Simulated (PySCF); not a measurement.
Bonds (- single, = double, # triple, : aromatic): C1=C2 1.334 Å, C2-C3 1.493 Å. C1 carries H4, H5; C2 carries H6; C3 carries H7, H8, H9. H4 is cis to C3; H5 is trans to C3.

Computational details: coordinates at the PBE0-D3(BJ)/def2-SVP level, NMR shieldings at PBE0/pcSseg-1/GIAO, in PySCF 2.14.0 with density-fitted response routines (relativity neglected, no solvent model, averaged over atoms made equivalent by symmetry, fast rotation or ring inversion, a single conformation).

Referencing at the same level of theory: TMS for ¹³C (σref 184.41), ¹H (σref 31.27).

```
   atoms  nucleus  count  Hirshfeld charge  δ (ppm)
      C1      ¹³C      1             -0.11    123.3
      C3      ¹³C      1             -0.11     22.7
      H5       ¹H      1              0.04     5.24
      H6       ¹H      1              0.04     6.00
      H4       ¹H      1              0.04        ?
H7/H8/H9       ¹H      3              0.05     1.80
      C2      ¹³C      1             -0.04        ?
```

Task: Complete the table.

Result: 
- C2: 143.2 ppm, alkene CH; an sp2 carbon of a C=C bond
- H4: 5.36 ppm, hydrogen on a terminal =CH2 carbon; a vinylic proton, deshielded by the sp2 carbon and the C=C anisotropy

Shifts are as computed. Against solution values, carbons near 30 ppm lie about +2 ppm off and those near 130 ppm about +5 ppm. Of 1211 compounds with measured shifts, 218 miss one by over three times the rms of a fit or turn the order of signals round; such compounds aren't used in these exercises.
